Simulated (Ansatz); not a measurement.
## A barrier at the coupled-cluster level

Start structure (BH₅F₂, closed shell), relaxed at PBE0-D4/def2-TZVP:

| atom | x (Å) | y (Å) | z (Å) |
| --- | --- | --- | --- |
| B1 | -0.5702 | 0.0851 | -0.7616 |
| H2 | 0.3243 | -0.7530 | -0.7743 |
| H3 | -0.6285 | 0.7281 | -1.7635 |
| H4 | -1.5746 | -0.2251 | -0.1916 |
| H5 | 0.5340 | 0.6723 | 1.0079 |
| F6 | 0.1073 | 1.2358 | 0.3528 |
| H7 | 0.7577 | -1.0477 | 0.6473 |
| F8 | 1.0500 | -0.6954 | 1.4831 |

The step: BH₃ + HF + HF → BH₂F ([BH2][F]) + HF + H₂; bonds formed: H2–H7, H5–F8; dative contacts that become bonds: B1–F6; bonds broken: B1–H2, H5–F6, H7–F8. Ansatz 0.2.0; basis: def2-TZVPP and def2-QZVPP; cores frozen in the correlated methods. Extrapolation: Hartree–Fock as exp(−7.88 √X), correlation as X^−2.97. Energies below are by CCSD(T) at an estimated basis limit (MP2 extrapolated from triple and quadruple zeta, plus CCSD(T) − MP2 in triple zeta).

What are the electronic barrier and the energy of the step, from the start structure to the end structure? (Judge from chemistry; the value comes from the calculation.)

By the calculation: Barrier 0.376 eV; step energy -1.001 eV (downhill); reverse barrier, their difference, 1.377 eV. Barrier and step energy count from the start structure, the reverse barrier from the end structure.

The saddle point: One imaginary mode of 1099i cm⁻¹.
| pair | start (Å) | saddle (Å) | end (Å) |
| --- | --- | --- | --- |
| B1–F6 | 1.74 | 1.54 | 1.33 |
| H2–H7 | 1.52 | 1.04 | 0.75 |
| H5–F8 | 1.54 | 1.17 | 0.93 |
| B1–H2 | 1.23 | 1.30 | 2.64 |
| H5–F6 | 0.96 | 1.12 | 1.87 |
| H7–F8 | 0.95 | 1.12 | 2.78 |

Zero-point energy (harmonic, PBE0-D4): ZPE is 1.491 eV at the start and 1.397 eV at the saddle, so the barrier goes from 0.376 to 0.283 eV.

First-order rate constant out of the start structure at 498 K by transition-state theory, with harmonic vibrational free energies alone and no tunnelling: ΔA‡ = 0.345 eV, so k = (kB T/h) exp(−ΔA‡/kB T) ≈ 10^10 s⁻¹ (an order of magnitude at best: rotation, the number of equivalent paths and anharmonicity are left out).

T1 diagnostic: at most 0.012.

Labels in which every atom is bracketed show which atoms are joined, not bond orders.

For scale, one of the runs: CCSD(T)/def2-TZVPP, 163 basis functions (an equivalent command: `ansatz run in.yaml --threads 2`). Time: 16 s of wall clock on 2 CPU threads; the host was shared. Peak host memory: 1.5 GiB.
